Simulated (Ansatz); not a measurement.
For hcp Sc, PBEsol-D3(BJ) (PAW; Ansatz, a program for electronic structure) gives:

* **lattice constant a**: 3.224 Å
* **c axis length**: 4.990 Å

Q: What does r²SCANh in Ansatz (plane waves, PAW) give for the same quantities?

A: 
- lattice constant a: 3.334 Å (grows by 3.4 %)
- lattice parameter c: 5.207 Å (goes up by 4.3 %)

For comparison: lattice constant a 3.309 Å (measured, 293 K, not corrected to a static lattice; as tabulated in Wikipedia's data pages); lattice parameter c 5.268 Å (measured, 293 K, not corrected to a static lattice; as tabulated in Wikipedia's data pages).

Changes are worked out from the printed values.

Unless a cell is named, each level is at its own relaxed cell (PBEsol-D3(BJ) 22.46, r²SCANh 25.06 Å³/atom).

The crystal itself was run without spin with PBEsol-D3(BJ), r²SCANh; a magnetic state was not tried in these runs.

Ansatz's density-functional and Hartree–Fock values are scalar-relativistic unless marked +SOC, with PAW data made under PBE.
